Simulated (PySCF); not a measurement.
formaldehyde (CH₂O), SMILES C=O. Atoms are numbered in the order given.

```xyz
4

C      0.0000     0.0000    -0.5264
O      0.0000     0.0000     0.6735
H      0.0000     0.9421    -1.1148
H      0.0000    -0.9421    -1.1148
```
Charge 0, spin multiplicity 1.

Geometry optimised at r2SCAN-D4/def2-TZVPD.

Two levels are set side by side: PBE/pcSseg-2 (PySCF) and HF/pcSseg-2 (PySCF). GIAO shifts against H2O (¹⁷O), TMS (¹H), TMS (¹³C) at the same level; non-relativistic, no solvent, atoms listed together averaged. Differences are taken from unrounded values.

```tsv
quantity	HF
δ(¹³C) of C1 (ppm)	197.9
δ(¹⁷O) of O2 (ppm)	762.2
δ(¹H) of H3, H4 (ppm)	9.47
```

Question: What does PBE give, and how far is it from HF? (The exact figures need the calculation; the answer reports its results.)

Answer: 
```json
[
 {"quantity": "δ(¹³C) of C1 (ppm)", "PBE": "207.5", "PBE minus HF": "9.7"},
 {"quantity": "δ(¹⁷O) of O2 (ppm)", "PBE": "775.2", "PBE minus HF": "13.0"},
 {"quantity": "δ(¹H) of H3, H4 (ppm)", "PBE": "10.60", "PBE minus HF": "1.13"}
]
```

Rough cost on one machine, each run with all the roots and properties that it gave: HF against PBE within a factor of 2.
